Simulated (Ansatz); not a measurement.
Si2B⁺. Total charge 1; triplet. Geometry PBE0-D4/def2-TZVP, that of the neutral doublet; atoms count from 1.

Cartesian coordinates in Å:
```
B -0.806 0.205 0.430
Si 0.914 -0.315 0.843
Si -0.107 0.109 -1.273
```

The structure comes from a short search, and lower isomers may exist.

Problem. Estimate the Mulliken populations from the PBE0/def2-TZVP orbitals of Ansatz.

Solution. 
| atom | charge (e) | spin (α − β) |
| --- | --- | --- |
| B1 | 0.32 | 0.69 |
| Si2 | 0.34 | 0.66 |
| Si3 | 0.34 | 0.66 |
Mulliken values and Mayer orders depend strongly on the basis.

Problem. Where does the spin sit?

Solution. Summed by element: B 0.69, Si 1.31, of 2 unpaired in all. Largest on single atoms: B1 0.69, Si2 0.66, Si3 0.66.

Problem. And the Mayer bond orders between bonded heavy atoms (over 0.3)?

Solution. B1–Si2 1.44 (1.84 Å); B1–Si3 1.44 (1.84 Å); Si2–Si3 1.17 (2.39 Å).
